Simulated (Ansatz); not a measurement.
Rock-salt LiCl, treated with G0W0@PBE (hard PAW, contour deformation; Ansatz, an electronic-structure program).

The same calculation (at the measured cell, 16.973 Å³/atom) with different numerical settings; throughout: k mesh 2×2×2:

```
run  response cutoff (eV)  empty bands  quasiparticle gap on the mesh (eV)  quasiparticle gap at Γ (eV)  rough time
---  --------------------  -----------  ----------------------------------  ---------------------------  ----------
1                     100          142                               8.341                        8.341    3 core-s
2                     150          260                               8.459                        8.459    8 core-s
3                     200          401                               8.525                        8.525   20 core-s
4                     250          560                               8.555                        8.555   40 core-s
5                     300          736                               8.576                        8.576   70 core-s
6                     400         1133                               8.599                        8.599  100 core-s
```

In the column quasiparticle gap on the mesh (eV) the first row differs from the last by -0.258 and the next to last by -0.023.

The last row is no converged limit: other settings stay fixed.
